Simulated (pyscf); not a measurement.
PySCF, gas phase, ωB97X-D3(BJ)/def2-SVP geometries.

PBE/def2-TZVP puts the barrier of PH₂• + H₃Si–SiH₃ → H₃Si–PH₂ + SiH₃• (substitution at Si; doublet surface; Si–Si broken, P–Si formed) at 4.5 kcal/mol and the reaction energy at +3.3 kcal/mol, from the separated reactants. What do B3LYP-D3(BJ)/def2-TZVP, PBE0-D3(BJ)/def2-TZVP, ωB97M-D3(BJ)/def2-TZVP give on the same structures?

B3LYP-D3(BJ): ΔE‡ = 9.9 kcal/mol, ΔE = +4.9 kcal/mol; PBE0-D3(BJ): ΔE‡ = 7.2 kcal/mol, ΔE = +3.9 kcal/mol; ωB97M-D3(BJ): ΔE‡ = 12.8 kcal/mol, ΔE = +4.2 kcal/mol. PBE's barrier lies under all of them, by 2.7 to 8.3 kcal/mol. Its reaction energy lies under all of them, by 0.6 to 1.6 kcal/mol. Low barriers are usual for a GGA, whose delocalisation error favours stretched bonds. One saddle was located; it need not be the lowest between these sides. The angle at the attacked Si is 176°.
